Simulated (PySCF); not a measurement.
# Working out the ionisation energy of F

F [He] 2s2 2p5 (2P) → F⁺ [He] 2s2 2p4 (3P). All numbers are calculated (PySCF 2.14, no relativity, point nucleus, in aug-cc-pVDZ). Frozen: 1s2. Energies in hartree (1 hartree = 27.21139 eV):

```
             part   F (lower)  F⁺ (upper)
              UHF  -99.381092  -98.801665
MP2 opposite-spin   -0.115323   -0.077872
    MP2 same-spin   -0.039284   -0.025295
```

Q: What does Hartree-Fock give?

A: (-98.801665) − (-99.381092) = 0.579427 hartree = 15.767 eV.

Q: What do MP2 and SCS-MP2 (6/5 opposite-spin, 1/3 same-spin) give?

A: The opposite-spin parts differ by 1.019 eV and the same-spin parts by 0.381 eV. MP2: 15.767 + (1.019) + (0.381) = 17.167 eV. SCS-MP2: 15.767 + 1.2 × (1.019) + (0.381)/3 = 17.117 eV.

Measured between the centres of the two terms (NIST): 17.427 eV, so MP2 (valence) is off by -0.260 eV.

A double-zeta basis recovers only part of the correlation energy.

What remains against the reference includes basis incompleteness, the frozen core and correlation beyond second order.
